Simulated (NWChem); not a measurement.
System: propene (C₃H₆); SMILES C=CC

NWChem input:

```
start job
memory heap 200 mb stack 900 mb global 1100 mb
geometry units angstroms noautosym nocenter noautoz
  C     -0.166371    -1.228741     0.000000
  C      0.450230     0.130829     0.000000
  C     -0.217803     1.285356     0.000000
  H      0.150718    -1.808887    -0.882952
  H      0.150718    -1.808887     0.882952
  H     -1.265339    -1.178381     0.000000
  H      1.547791     0.162170     0.000000
  H     -1.312786     1.312607     0.000000
  H      0.302368     2.246879     0.000000
end
basis spherical
  * library def2-svpd
end
dft
  xc pbe0
  iterations 150
end
property
  response 1 0.0
end
task dft property
```

NWChem printed, in part:

```
             Northwest Computational Chemistry Package (NWChem) 7.3.0
             --------------------------------------------------------

                             Geometry "geometry" -> ""
                             -------------------------

 Output coordinates in angstroms (scale by  1.889725989 to convert to a.u.)

  No.       Tag          Charge          X              Y              Z
 ---- ---------------- ---------- -------------- -------------- --------------
    1 C                    6.0000    -0.16637100    -1.22874100     0.00000000
    2 C                    6.0000     0.45023000     0.13082900     0.00000000
    3 C                    6.0000    -0.21780300     1.28535600     0.00000000
    4 H                    1.0000     0.15071800    -1.80888700    -0.88295200
    5 H                    1.0000     0.15071800    -1.80888700     0.88295200
    6 H                    1.0000    -1.26533900    -1.17838100     0.00000000
    7 H                    1.0000     1.54779100     0.16217000     0.00000000
    8 H                    1.0000    -1.31278600     1.31260700     0.00000000
    9 H                    1.0000     0.30236800     2.24687900     0.00000000

 Effective nuclear repulsion energy (a.u.)      70.5700922181

                              NWChem Property Module
                              ----------------------

                                 NWChem DFT Module
                                 -----------------

 Summary of "ao basis" -> "ao basis" (spherical)
 ------------------------------------------------------------------------------
       Tag                 Description            Shells   Functions and Types
 ---------------- ------------------------------  ------  ---------------------
 C                         def2-svpd                 8       20   4s2p2d
 H                         def2-svpd                 4        8   2s2p

            General Information
            -------------------
          SCF calculation type: DFT
          Wavefunction type:  closed shell.
          No. of atoms     :     9
          No. of electrons :    24
           Alpha electrons :    12
            Beta electrons :    12
          Charge           :     0
          Spin multiplicity:     1
          Use of symmetry is: off; symmetry adaption is: off
          Maximum number of iterations: 150
          AO basis - number of functions:   108
                     number of shells:    48
          Convergence on energy requested:  1.00D-06
          Convergence on density requested:  1.00D-05
          Convergence on gradient requested:  5.00D-04

              XC Information
              --------------
                         PBE0 Method XC Functional
                     Hartree-Fock (Exact) Exchange  0.250
          PerdewBurkeErnzerhof Exchange Functional  0.750
            Perdew 1991 LDA Correlation Functional  1.000 local
           PerdewBurkeErnz. Correlation Functional  1.000 non-local

             Grid Information
             ----------------
          Grid used for XC integration:  medium
          Radial quadrature: Mura-Knowles
          Angular quadrature: Lebedev.
          Tag              B.-S. Rad. Rad. Pts. Rad. Cut. Ang. Pts.
          ---              ---------- --------- --------- ---------
          C                   0.70       49          10.0       434
          H                   0.35       45          11.0       434
          Grid pruning is: on
          Number of quadrature shells:   417
          Spatial weights used:  Erf1

      Superposition of Atomic Density Guess
      -------------------------------------

 Sum of atomic energies:        -115.87084090

      Non-variational initial energy
      ------------------------------

 Total energy =    -117.821205
 1-e energy   =    -293.008465
 2-e energy   =     104.617168
 HOMO         =      -0.315971
 LUMO         =       0.007947

   convergence    iter        energy       DeltaE   RMS-Dens  Diis-err
 ---------------- ----- ----------------- --------- --------- ---------
 d= 0,ls=0.0,diis     1   -117.6519858160 -1.88D+02  9.06D-03  1.87D-01
 d= 0,ls=0.0,diis     2   -117.6723980554 -2.04D-02  2.68D-03  1.74D-02
 d= 0,ls=0.0,diis     3   -117.6719935656  4.04D-04  1.22D-03  2.04D-02
 d= 0,ls=0.0,diis     4   -117.6746323238 -2.64D-03  2.82D-04  6.89D-04
 d= 0,ls=0.0,diis     5   -117.6747182094 -8.59D-05  5.83D-05  3.76D-05
  Resetting Diis
 d= 0,ls=0.0,diis     6   -117.6747234505 -5.24D-06  9.85D-06  4.46D-07
 d= 0,ls=0.0,diis     7   -117.6747235114 -6.09D-08  3.87D-06  2.22D-08

         Total DFT energy =     -117.674723511393
      One electron energy =     -296.331189388406
           Coulomb energy =      126.361200704990
    Exchange-Corr. energy =      -18.274827046064
 Nuclear repulsion energy =       70.570092218087

 Numeric. integr. density =       24.000000112847

                       DFT Final Molecular Orbital Analysis
                       ------------------------------------

 Vector   10  Occ=2.000000D+00  E=-3.831152D-01
              MO Center= -1.5D-01, -4.9D-01, -7.4D-11, r^2= 2.9D+00
   Bfn.  Coefficient  Atom+Function         Bfn.  Coefficient  Atom+Function
  ----- ------------  ---------------      ----- ------------  ---------------
     6     -0.274438  1 C  py                46     -0.272317  3 C  py
    77     -0.265055  6 H  s                  5      0.251548  1 C  px
    26      0.215872  2 C  py               101     -0.194475  9 H  s
    61      0.192234  4 H  s                 69      0.192234  5 H  s
     9     -0.153051  1 C  py               102     -0.146566  9 H  s

 Vector   11  Occ=2.000000D+00  E=-3.565937D-01
              MO Center=  1.0D-01,  3.6D-01, -9.0D-12, r^2= 2.8D+00
   Bfn.  Coefficient  Atom+Function         Bfn.  Coefficient  Atom+Function
  ----- ------------  ---------------      ----- ------------  ---------------
    85      0.296999  7 H  s                 25      0.293255  2 C  px
    45     -0.244115  3 C  px                93      0.245241  8 H  s
   101     -0.217661  9 H  s                 40      0.205030  2 C  d  2
     5     -0.199571  1 C  px                 6     -0.187693  1 C  py
    86     -0.176026  7 H  s                 77      0.171062  6 H  s

 Vector   12  Occ=2.000000D+00  E=-2.708988D-01
              MO Center=  7.6D-02,  5.3D-01,  2.9D-09, r^2= 2.1D+00
   Bfn.  Coefficient  Atom+Function         Bfn.  Coefficient  Atom+Function
  ----- ------------  ---------------      ----- ------------  ---------------
    47      0.413898  3 C  pz                27      0.375150  2 C  pz
    30      0.241968  2 C  pz                50      0.212665  3 C  pz
    61      0.138837  4 H  s                 69     -0.138837  5 H  s
     7     -0.129538  1 C  pz                62      0.101352  4 H  s
    70     -0.101352  5 H  s                 10     -0.058099  1 C  pz

 Vector   13  Occ=0.000000D+00  E= 1.393759D-02
              MO Center=  7.5D-02,  6.1D-01,  1.1D-08, r^2= 2.9D+00
   Bfn.  Coefficient  Atom+Function         Bfn.  Coefficient  Atom+Function
  ----- ------------  ---------------      ----- ------------  ---------------
    27      0.435677  2 C  pz                47     -0.393458  3 C  pz
    30      0.390326  2 C  pz                50     -0.295352  3 C  pz
    62      0.226623  4 H  s                 70     -0.226623  5 H  s
   108     -0.121485  9 H  pz                61      0.112359  4 H  s
    69     -0.112359  5 H  s                 37     -0.108911  2 C  d -1

 Vector   14  Occ=0.000000D+00  E= 3.794137D-02
              MO Center= -2.1D-01, -6.4D-01, -1.1D-08, r^2= 9.1D+00
   Bfn.  Coefficient  Atom+Function         Bfn.  Coefficient  Atom+Function
  ----- ------------  ---------------      ----- ------------  ---------------
    94     -2.768999  8 H  s                  3      2.739046  1 C  s
     4      2.606736  1 C  s                 86     -2.292750  7 H  s
    44      1.867013  3 C  s                 78     -1.800471  6 H  s
    62     -1.090578  4 H  s                 70     -1.090578  5 H  s
    43      0.993947  3 C  s                 98     -0.716924  8 H  px

 Vector   15  Occ=0.000000D+00  E= 6.444681D-02
              MO Center= -2.1D-01,  8.9D-01,  3.5D-09, r^2= 1.1D+01
   Bfn.  Coefficient  Atom+Function         Bfn.  Coefficient  Atom+Function
  ----- ------------  ---------------      ----- ------------  ---------------
    44      4.888161  3 C  s                102     -2.907978  9 H  s
     4     -2.597940  1 C  s                 94     -2.522684  8 H  s
    62      1.220385  4 H  s                 70      1.220385  5 H  s
    24     -1.129397  2 C  s                 43      1.038254  3 C  s
    23      0.912788  2 C  s                 49      0.848433  3 C  py

     Multipole analysis of the density
     ---------------------------------

     L   x y z        total         alpha         beta         nuclear
     -   - - -        -----         -----         ----         -------
     0   0 0 0     -0.000000    -12.000000    -12.000000     24.000000

     1   1 0 0      0.025748      0.041403      0.041403     -0.057058
     1   0 1 0     -0.162764     -0.128781     -0.128781      0.094798
     1   0 0 1     -0.000000     -0.000000     -0.000000      0.000000

     2   2 0 0    -14.164871    -20.516694    -20.516694     26.868517
     2   1 1 0     -0.110760     -0.150475     -0.150475      0.190191
     2   1 0 1      0.000000      0.000000      0.000000      0.000000
     2   0 2 0    -14.355495    -67.537290    -67.537290    120.719086
     2   0 1 1     -0.000000     -0.000000     -0.000000      0.000000
     2   0 0 2    -16.230515    -10.899275    -10.899275      5.568034

 *** CALLING NEW AORESP DRIVER FOR CLOSED AND OPEN SHELLS ***
 Entering AOResponse driver routine

--------------------------------------------------------------------------------

          -----------------------------------------------
          Solving response equations for perturbing field
          -----------------------------------------------

 number of frequencies:     1
 frequency in a.u.:  0.0000000E+00
 Perturbing field: electric
 Using El. Dipole Length Gauge

 Setting up CPKS with frequency omega =      0.00000000 a.u.

 STATIC response

                                NWChem CPHF Module
                                ------------------

  scftype          =     RHF
  nclosed          =       12
  nopen            =        0
  variables        =     1152
  # of vectors     =        3
  tolerance        = 0.10D-03
  level shift      = 0.00D+00
  max iterations   =       50
  max subspace     =       30

 SCF residual:    1.6748285370354164E-004

Iterative solution of linear equations
  No. of variables     1152
  No. of equations        3
  Maximum subspace       30
        Iterations       50
       Convergence  1.0D-04

   iter   nsub   residual    time
   ----  ------  --------  ---------
     1      3    4.78D+00      11.0
     2      6    2.83D+00      13.1
     3      9    1.57D-01      15.6
     4     12    4.59D-02      18.8
     5     15    7.09D-03      21.4
     6     18    1.85D-03      23.5
     7     21    1.57D-04      26.2
     8     24    1.69D-05      28.7

 Electric Dipole Response Matrix (nonzero elements):

              1        2        3
    1   37.8073  -3.4245  -0.0000
    2   -3.4245  50.3870   0.0000
    3   -0.0000   0.0000  30.9107

 ------------------------------------------
 average:        39.70168 + I       0.00000

 DFT Linear Response polarizability / au
 Frequency  =       0.0000000 / au
              X              Y              Z
 -----------------------------------------------
 X      37.8073252     -3.4244674     -0.0000000
 Y      -3.4244716     50.3869861      0.0000001
 Z      -0.0000000      0.0000001     30.9107178
 -----------------------------------------------
 Eigenvalues =      36.9355257     51.2587856     30.9107178
 Isotropic   =      39.7016764
 Anisotropic =      18.1038386
 -----------------------------------------------

 Magnetic Dipole Response Matrix (nonzero elements):

 Exiting AOResponse driver routine
```

Level: PBE0/def2-SVPD. The geometry was optimised at PBE0/def2-SVP.
